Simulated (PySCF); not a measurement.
Homolysis of single bonds, series C CH3-H. All species are isolated molecules in the gas phase. Strings in code marks are SMILES.

The dipole moment from two functionals at the same geometries (B3LYP-D3(BJ)/def2-TZVP), both in PySCF: PBE-D3(BJ)/def2-TZVP and B3LYP-D3(BJ)/def2-TZVP. B3LYP has the VWN-RPA correlation part, as in Gaussian. 

```json
[
 {"species": "whole molecule (`CC(C)(C)C`)", "B3LYP-D3(BJ)/def2-TZVP (D)": "0.00"},
 {"species": "radical fragment (`C[C](C)C`)", "B3LYP-D3(BJ)/def2-TZVP (D)": "0.21"},
 {"species": "radical fragment (`[CH3]`)", "B3LYP-D3(BJ)/def2-TZVP (D)": "0.00"},
 {"species": "whole molecule (`CCC`)", "B3LYP-D3(BJ)/def2-TZVP (D)": "0.09"},
 {"species": "radical fragment (`C[CH2]`)", "B3LYP-D3(BJ)/def2-TZVP (D)": "0.31"},
 {"species": "whole molecule (`C`)", "B3LYP-D3(BJ)/def2-TZVP (D)": "0.00"}
]
```

**Question.** What does PBE-D3(BJ)/def2-TZVP give for each?

**Answer.** 
- whole molecule (`CC(C)(C)C`): 0.00
- radical fragment (`C[C](C)C`): 0.22
- radical fragment (`[CH3]`): 0.00
- whole molecule (`CCC`): 0.09
- radical fragment (`C[CH2]`): 0.35
- whole molecule (`C`): 0.00
Over these rows, drawn at random from the members with no instability flagged (it was tested for open shells, ions and some series alone), PBE minus B3LYP-D3(BJ): mean +0.01 D, from 0.00 D to +0.04 D.
